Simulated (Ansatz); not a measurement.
# SiNO (quartet): the correlation ladder, cc-pVDZ

One table from this session's results is given with a row withheld; the runs are named, their logs left out.

Method: cc-pVDZ, core rule «outside noble gas», up to 7 orbitals frozen; program: Ansatz 0.2.0, Gaussian basis.

Plan: UHF; CCSD(T) on ROHF; CCSD(T) on UHF; BCCD(T) on ROHF; CISD as a restricted active space (open shells left free, so some higher excitations enter); CCSDT(Q) on ROHF; CCSDT(Q) on UHF.

35 further runs of the same task are left out: 11 for a known fault of the program, 10 that didn't finish, 14 set aside as unsound or not needed. Runs told in other sessions of the task aren't counted.

### The geometry

The geometry is a PBE0/def2-TZVP stationary point (not a proven minimum).

3 atoms, charge 0, spin multiplicity 4.

Atoms are counted from 1 here; the program's logs count them from 0.

Bond lengths: N1–O2 1.289 Å, O2–Si3 1.710 Å. Angles: N1–O2–Si3 128.1°.

The first run:

Contents of in.yaml:

```yaml
crystal:
  periodic: [false, false, false]
  atoms:
    - {symbol: N, position_ang: [0.000000, -0.294753, 1.597255]}
    - {symbol: O, position_ang: [0.000000, 0.427443, 0.529787]}
    - {symbol: Si, position_ang: [0.000000, -0.096502, -1.098380]}
basis:
  gaussian: {orbitals: cc-pVDZ}
magnetization: {spin_polarized: true, initial_magnetization: 3}
hamiltonian: {xc: hf}
output: {orbitals: {seedname: orbitals}}
```

Started as:

```sh
$ ansatz run in.yaml --threads 1 --pin off --events-out ev --progress --plain --max-ram 2393MiB
```

Steps of the session up to this table: UHF; CCSD(T) on ROHF; CCSD(T) on UHF; BCCD(T) on ROHF; CISD as a restricted active space (open shells left free, so some higher excitations enter); CCSDT(Q) on ROHF; CCSDT(Q) on UHF.

One of the session's tables, all rows but one given; the rest of the session is left out.

```
   method  from UCCSDT(Q) (meV)
     ROHF              +10916.8
      UHF                     ?
     RMP2               +1187.1
     UMP2               +1234.0
     CISD               +1423.2
    RCCSD                +383.6
    UCCSD                +375.4
 RCCSD(T)                 +66.2
 UCCSD(T)                 +66.6
  BCCD(T)                 +60.7
   RCCSDT                 +34.8
   UCCSDT                 +33.2
RCCSDT(Q)                  +7.2
UCCSDT(Q)                     0
```

Estimate the missing values for UHF.

The run gave: from UCCSDT(Q) (meV): +10528.0. In the column «from UCCSDT(Q) (meV)» it lies between CISD (+1423.2) and ROHF (+10916.8).

With the free atoms at the same levels and basis (separate runs), the atomisation energy is 6.152 eV at UCCSDT(Q), 6.111 eV at RCCSD(T), 6.106 eV at UCCSD(T), 2.907 eV at ROHF.

Limits of these values: Restricted and unrestricted rows rest on different reference determinants; a gap between their highest levels can come from leftover correlation error, from unlike frozen cores or from another state.
